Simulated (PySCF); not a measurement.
Stepwise substitution at one centre (C Cl-H). Gas-phase values, no solvent. Strings in code marks are SMILES.

The numbers are results of B3LYP-D3(BJ)/def2-TZVP // PBE0-D4/def2-TZVP (PySCF), not measurements. All candidates: neutral, multiplicity 1. B3LYP has the VWN-RPA correlation part, as in Gaussian. Excitations are Tamm–Dancoff values on a coarser integration grid. The basis has no diffuse functions, so Rydberg states are missing or too high.

```json
{
  "S1 excitation (TDA)": "5.87 eV",
  "T1 excitation (TDA)": "5.35 eV",
  "LUMO": "-1.69 eV"
}
```

Q: Which member has these values?
(A) `ClCCl`
(B) `ClC(Cl)Cl`
(C) `ClC(Cl)(Cl)Cl`
(D) `CCl`

A: C, `ClC(Cl)(Cl)Cl`. The others give `CCl`: 7.39 eV, 6.59 eV, 0.52 eV; `ClC(Cl)Cl`: 6.30 eV, 5.72 eV, -1.03 eV; `ClCCl`: 6.86 eV, 6.23 eV, -0.27 eV
